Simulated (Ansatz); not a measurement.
Black phosphorus was calculated with PBE0-D3(BJ) in Ansatz (plane waves, PAW).

Numerical settings: plane-wave cutoff 460 eV, 8×8×6 k mesh (along the axes of the cell as run), Fermi–Dirac smearing 0.01 eV, scalar-relativistic PAW data made under PBE.

Computed at the level's own relaxed cell.

```xyz
4
Lattice="1.6451 -5.0888 0.0000 1.6451 5.0888 0.0000 0.0000 0.0000 4.2311" Properties=species:S:1:pos:R:3 pbc="T T T"
P      1.6451     4.0279     3.9041
P      1.6451     1.0610     1.7886
P      1.6451    -1.0610     2.4425
P      1.6451    -4.0279     0.3270
```

List the 12 lowest band energies at Γ above −25 eV (eV, relative to the valence band maximum), grouping those that round alike.

At Γ: -18.65, -14.96, -11.16, -8.82, -6.39, -5.39, -5.24, -3.87, -3.58, -2.21, 1.48, 1.85.

Note: the run warned that its exchange threshold was loose for the stress.

Ansatz is a quantum-chemistry and plane-wave program.
